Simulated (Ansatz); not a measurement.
## Active spaces for NO2, doublet

Computed with Ansatz's Gaussian-basis code (development build). Basis cc-pVDZ, nonrelativistic, 3 orbitals frozen in the corrections. State-specific CASSCF; RHF is the lowest restricted (open-shell) Hartree–Fock solution met. No symmetry is imposed, so a solution can break that of the shape. The lowest solution met needn't be the lowest there is, nor hold the orbitals that a chemist would pick.

Geometry:

```xyz
3

N     0.0000    0.0000   -0.3148
O     0.0000    1.0929    0.1377
O     0.0000   -1.0929    0.1377
```

(1) What do CASSCF and its corrections give against RHF in CAS(11,9), and what are the occupations?

Answers

(1) CASSCF -4.454 eV, SC-NEVPT2 -14.144 eV; occupations 1.98, 1.97, 1.97, 1.96, 1.93, 1.03, 0.10, 0.04, 0.02.
